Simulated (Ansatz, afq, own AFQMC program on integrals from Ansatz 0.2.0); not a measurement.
**BGeH6, doublet in cc-pVDZ, levels against CCSDT(Q)**

```json
{"atom": "Ge", "x (Å)": "-0.4483", "y (Å)": "0.0000", "z (Å)": "0.0000"}
{"atom": "H", "x (Å)": "-0.9597", "y (Å)": "1.4466", "z (Å)": "0.0000"}
{"atom": "H", "x (Å)": "-0.9597", "y (Å)": "-0.7233", "z (Å)": "1.2528"}
{"atom": "H", "x (Å)": "-0.9597", "y (Å)": "-0.7233", "z (Å)": "-1.2528"}
{"atom": "H", "x (Å)": "1.2737", "y (Å)": "0.0000", "z (Å)": "0.0000"}
{"atom": "B", "x (Å)": "2.5847", "y (Å)": "0.0000", "z (Å)": "0.0000"}
{"atom": "H", "x (Å)": "3.0938", "y (Å)": "0.0000", "z (Å)": "1.0770"}
{"atom": "H", "x (Å)": "3.0938", "y (Å)": "0.0000", "z (Å)": "-1.0770"}
```

Basis cc-pVDZ. Noble-gas cores (and the filled d shells of Ga–Kr and In–Xe) are frozen. Integrals, coupled cluster, full CI and functionals: Ansatz 0.2.0; the random walks run on the same integrals in our own AFQMC program. ph-AFQMC/CISD is guided by a CISD state made of CCSD amplitudes; releasing the constraint for a short imaginary time cuts its bias at the price of noise, slowly where states lie close. ± is one standard error of the sampling. No spin–orbit coupling.

Determinant: UHF, the one that the program's search chose, which needn't be the lowest solution. The geometry is a point of a scan.

No full CI on the walks' own integrals is used here; CCSDT(Q) serves as the reference and is uncertain by about the last step of the cluster series.

Cautions: no relativity below Rb; no spin-orbit coupling; inner d shell frozen; the released energies are still falling, so no released level is given (meV from the phaseless value at times in 1/Eh: -1.9 ± 2.1 at 0.24, -4.9 ± 1.6 at 0.51, -5.3 ± 2.1 at 0.99, -6.6 ± 1.9 at 1.62, -12 ± 3 at 2.40).

```
T1 diagnostic                               : 0.0109
weight of the determinant in the CISD state : 0.875
⟨S²⟩ of the determinant                     : 0.765
size of the correlated space                : 13 electrons in 56 orbitals
```

```json
{"level": "MP2", "correlation energy (eV)": "-5.3053"}
{"level": "CCSD", "correlation energy (eV)": "-6.6517"}
{"level": "CCSD(T)", "correlation energy (eV)": "-6.7840"}
```

(1) Estimate where phaseless AFQMC with a CISD trial lies against CCSD(T) on the same integrals.

(1) 2.7 ± 0.2 kJ/mol below CCSD(T).

Reference: CCSDT(Q), correlation energy -6.818 eV.

| level | E − E(reference) (kJ/mol) | share of correlation (%) |
| --- | --- | --- |
| CCSD(T) | 3.3 | 99.50 |
| CCSDT | 0.4 | 99.94 |
| ph-AFQMC/CISD | 0.6 ± 0.2 | 99.91 |

A walk keeps the symmetry of its determinant, which the program's search chose and which needn't be the lowest solution, so a lower state of the same spin and another symmetry isn't excluded.
